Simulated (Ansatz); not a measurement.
Two shapes of doublet C₂H.

Shape 1:

```xyz
3

H    -0.0077   -0.0098   -1.5236
C    -0.0020   -0.0888   -0.4879
C     0.0160    0.0380    0.8306
```

Shape 2:

```xyz
3

H    -0.0046   -0.0658   -1.5099
C    -0.0280   -0.1393   -0.4778
C     0.0226    0.0452    0.8875
```

Basis set: 6-31G (spherical functions). Left uncorrelated: 2 orbitals. Charge 0, multiplicity 2.

Computed with Ansatz (development build ahead of 0.2.0); each method stands on the lowest determinant of its kind that the runs found.

Which shape is lower in energy, and by how much in each method?

```tsv
method	E(2) − E(1) (eV)
UHF	0.296
UHF-MP2	0.478
```

Shape 1 is lower. Caution: the unrestricted determinant is a mixture of spin states.
